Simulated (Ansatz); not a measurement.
in.yaml

```yaml
crystal:
  periodic: [false, false, false]
  atoms:
    - {symbol: Si, position_ang: [0.000000, -0.003907, 1.566064]}
    - {symbol: Ge, position_ang: [0.000000, -0.023839, -0.584529]}
    - {symbol: H, position_ang: [0.000000, 1.326646, 0.522598]}
    - {symbol: H, position_ang: [0.000000, 0.500279, -2.034109]}
basis:
  gaussian: {orbitals: cc-pVDZ}
magnetization: {spin_polarized: false}
correlation: {method: bccd_t, electrons: outside_noble_gas}
```

```sh
$ ansatz run in.yaml --threads 1 --pin off --events-out ev --progress --plain --max-ram 4096MiB --backend cpu
```

Output:

```
599 factors; integrals over basis functions are off by at most 1.3e-3 eV
mean field evaluation 1: about -64363.2808 eV, gradient 8.4e0 eV
mean field evaluation 2: about -64363.2873 eV, gradient 8.4e0 eV
mean field evaluation 4: about -64363.7735 eV, gradient 1.3e0 eV
mean field evaluation 8: about -64363.7874 eV, gradient 1.2e-4 eV
mean field evaluation 16: about -64363.7793 eV, gradient 1.5e-1 eV
mean field -64363.78729421 eV, -2365.3255557203 hartree, gradient 9.4e-6 eV, S^2 0.000000; 0 other end points of the search recorded, 0 dependent functions left out; unrestricted orbitals would lower it
19 core orbitals not correlated: weight in the atoms' cores, before any rotation towards them, 0.999 or more for the frozen orbitals, at most 0.000 for the correlated occupied ones
reference -64363.78729421 eV, -2365.3255557203 hartree; 5, 5 occupied and 31, 31 virtual orbitals, 599 factors
second order -5.04535520 eV of doubles, -0.00000000 eV of singles
cycle   1  -5.59383635 eV  change   -5.5e-1 eV  update   8.6e-2
cycle   2  -5.84038237 eV  change   -2.5e-1 eV  update   3.1e-2
cycle   3  -5.87721936 eV  change   -3.7e-2 eV  update   1.3e-2
cycle   4  -5.87586500 eV  change    1.4e-3 eV  update   4.7e-3
cycle   5  -5.87479799 eV  change    1.1e-3 eV  update   2.0e-3
cycle   6  -5.87446609 eV  change    3.3e-4 eV  update   7.7e-4
cycle   7  -5.87440409 eV  change    6.2e-5 eV  update   3.1e-4
cycle   8  -5.87446622 eV  change   -6.2e-5 eV  update   1.2e-4
cycle   9  -5.87445117 eV  change    1.5e-5 eV  update   4.3e-5
cycle  10  -5.87443477 eV  change    1.6e-5 eV  update   1.5e-5
cycle  11  -5.87443906 eV  change   -4.3e-6 eV  update   5.7e-6
perturbative correction -0.31863108 eV, -0.0117094761 hartree
Total energy: -64369.98036435 eV, -2365.5531468502 hartree
```

For the same geometry and basis RCCSDTQ lies 57.6 meV lower.

Ran on 1 thread of AMD EPYC 7R13, shared host: 1.1 s wall, 0.2 GiB peak host memory.
